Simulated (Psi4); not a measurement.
**C2H2F4 (norflurane) at wB97M-V/cc-pVDZ**

What is the vertical ionisation energy of C2H2F4 (norflurane) at wB97M-V/cc-pVDZ? 

Program for the calculation: Psi4 1.11.

2 further runs of the same task are left out: 1 that didn't finish, 1 set aside as unsound or not needed.

**1. The molecule**

C2H2F4 has 8 atoms, charge 0, and is taken as a singlet. SMILES: `FCC(F)(F)F`. The shape is that of a PBE0-D4/def2-TZVP optimisation.

Bond lengths: F1–C2 1.364 Å, C2–C3 1.514 Å, C3–F4 1.332 Å, C3–F5 1.339 Å, C3–F6 1.332 Å, C2–H7 1.092 Å, C2–H8 1.092 Å. Some angles: F1–C2–C3 109.8°, C2–C3–F4 111.9°, C2–C3–F5 108.9°, C2–C3–F6 111.9°, F4–C3–F5 108.1°, F4–C3–F6 107.9°, F5–C3–F6 108.1°, F1–C2–H7 109.7°, F1–C2–H8 109.7°, C3–C2–H7 108.6°.

**2. The energy at wB97M-V/cc-pVDZ**

The input, input.inp:

```
memory 1.6 GB

molecule geom {
  0 1
  F
  C 1 1.364178
  C 2 1.514264 1 109.80418
  F 3 1.33237 2 111.87985 1 60.62484
  F 3 1.339019 4 108.10307 2 -119.86914
  F 3 1.332309 4 107.85441 5 -116.66945
  H 2 1.092479 1 109.73899 3 119.32752
  H 2 1.092493 7 110.29873 1 -121.01402
  symmetry c1
}

set {
  basis cc-pVDZ
  puream true
  e_convergence 1e-09
  d_convergence 1e-08
  scf_type pk
  dft_radial_points 99
  dft_spherical_points 590
}

e = energy('wb97m-v')
```

Run with:

```console
$ psi4 input.inp input.out -n 1
```

input.out:

```text
[...]
  Running in c1 symmetry.
[...]
  Nuclear repulsion =  273.039974857593165
[...]
  Multiplicity = 1
[...]
  Nalpha       = 25
  Nbeta        = 25
[...]
    Number of basis functions: 94
[...]
   @RKS iter   1:  -476.58433436097732   -3.66387e-01   5.54499e-03 ADIIS/DIIS
[...]
   @RKS iter  12:  -476.68502686475631   -8.52651e-13   2.83853e-09 DIIS
[...]
    Orbital Energies [Eh]
    ---------------------
    Doubly Occupied:
       1A    -24.958094     2A    -24.955223     3A    -24.955196
       4A    -24.925835     5A    -10.605427     6A    -10.461367
       7A     -1.459862     8A     -1.370454     9A     -1.368095
      10A     -1.355316    11A     -0.911753    12A     -0.797153
      13A     -0.716201    14A     -0.715614    15A     -0.692340
      16A     -0.623884    17A     -0.622758    18A     -0.581407
      19A     -0.580298    20A     -0.553337    21A     -0.539620
      22A     -0.538976    23A     -0.520477    24A     -0.471757
      25A     -0.459846
[...]
  @RKS Final Energy:  -476.68502686475631
   => Energetics <=
    Nuclear Repulsion Energy =            273.0399748575931653
    One-Electron Energy =               -1203.5125700457215316
    Two-Electron Energy =                 492.6511644155082763
    DFT Exchange-Correlation Energy =     -39.0667189506205759
    Empirical Dispersion Energy =           0.0000000000000000
    VV10 Nonlocal Energy =                  0.2031228584843491
    Total Energy =                       -476.6850268647563098
[...]
 Multipole Moments:
 ------------------------------------------------------------------------------------
     Multipole            Electronic (a.u.)      Nuclear  (a.u.)        Total (a.u.)
 ------------------------------------------------------------------------------------
 L = 1.  Multiply by 2.5417464519 to convert [e a0] to [Debye]
 Dipole X            :          0.0000522           -0.0001862           -0.0001340
 Dipole Y            :         -3.3069832            3.9466939            0.6397107
 Dipole Z            :         -0.0655708            0.4029255            0.3373547
 Magnitude           :                                                    0.7232136
[...]
```

It took 6.7 min on 1 thread of Intel Xeon at 2.50GHz (Skylake/Cascade Lake), shared host; peak memory 0.97 GiB.

**3. The doublet cation, same level**

The input, input.dat:

```
memory 1600 mb

molecule molecule1 {
  1 2
  F
  C 1 1.364178
  C 2 1.514264 1 109.80418
  F 3 1.33237 2 111.87985 1 60.62484
  F 3 1.339019 4 108.10307 2 -119.86914
  F 3 1.332309 4 107.85441 5 -116.66945
  H 2 1.092479 1 109.73899 3 119.32752
  H 2 1.092493 7 110.29873 1 -121.01402
  symmetry c1
  no_reorient
  no_com
}

set basis cc-pVDZ
set reference uks
set puream true
set e_convergence 1e-09
set d_convergence 1e-08
set scf_type pk
set dft_radial_points 99
set dft_spherical_points 590
set maxiter 200

e, wfn = energy('wb97m-v', return_wfn=True)
print_variables()
```

Run with:

```console
$ psi4 input.dat output.dat -n 1
```

output.dat:

```text
[...]
  Running in c1 symmetry.
[...]
  Nuclear repulsion =  273.039974857593165
[...]
  Multiplicity = 2
[...]
  Nalpha       = 25
  Nbeta        = 24
[...]
    Number of basis functions: 94
[...]
   @UKS iter   1:  -476.09596639134276    1.21981e-01   5.58485e-03 DIIS/ADIIS
[...]
   @UKS iter  17:  -476.20768850612683   -8.64020e-12   8.51430e-09 DIIS
[...]
   @S^2 Observed:                7.534234906E-01
[...]
    Orbital Energies [Eh]
    ---------------------
    Alpha Occupied:
       1A    -25.284852     2A    -25.235566     3A    -25.235558
       4A    -25.233919     5A    -10.912412     6A    -10.778772
       7A     -1.734011     8A     -1.692054     9A     -1.640735
      10A     -1.639082    11A     -1.224107    12A     -1.071332
      13A     -0.992636    14A     -0.989338    15A     -0.988278
      16A     -0.931216    17A     -0.922770    18A     -0.869167
      19A     -0.846649    20A     -0.846081    21A     -0.809447
      22A     -0.804774    23A     -0.782092    24A     -0.775239
      25A     -0.772267
    Alpha Virtual:
[...]
  @UKS Final Energy:  -476.20768850612683
   => Energetics <=
    Nuclear Repulsion Energy =            273.0399748575931653
    One-Electron Energy =               -1189.2685916875013845
    Two-Electron Energy =                 478.5931451180442764
    DFT Exchange-Correlation Energy =     -38.7724179021120676
    Empirical Dispersion Energy =           0.0000000000000000
    VV10 Nonlocal Energy =                  0.2002011078491997
    Total Energy =                       -476.2076885061268285
[...]
 Multipole Moments:
 ------------------------------------------------------------------------------------
     Multipole            Electronic (a.u.)      Nuclear  (a.u.)        Total (a.u.)
 ------------------------------------------------------------------------------------
 L = 1.  Multiply by 2.5417464519 to convert [e a0] to [Debye]
 Dipole X            :          0.0000261           -0.0001862           -0.0001601
 Dipole Y            :         -2.3390319            3.9466939            1.6076619
 Dipole Z            :         -0.3504617            0.4029255            0.0524638
 Magnitude           :                                                    1.6085178
[...]
```

Wall time 10 min (1 thread of Intel Xeon at 2.50GHz (Skylake/Cascade Lake), shared host); peak memory 0.97 GiB.

**4. What came out**

At wB97M-V/cc-pVDZ:

```
                                          quantity          value
                      singlet C2H2F4: total energy  -476.68503 Eh
                     singlet C2H2F4: dipole moment         1.84 D
                       singlet C2H2F4: HOMO energy      -12.51 eV
                       singlet C2H2F4: LUMO energy        3.77 eV
                     singlet C2H2F4: HOMO–LUMO gap       16.28 eV
                      doublet cation: total energy  -476.20769 Eh
doublet cation: HOMO energy (highest over α and β)      -20.76 eV
 doublet cation: LUMO energy (lowest over α and β)      -13.47 eV
                              doublet cation: ⟨S²⟩          0.753
vertical ionisation energy (to the doublet cation)      12.989 eV
```

Removing an electron at fixed nuclei costs 12.99 eV (300 kcal/mol). The negative HOMO energy of the first species, 12.51 eV, lies 0.48 eV below that difference.
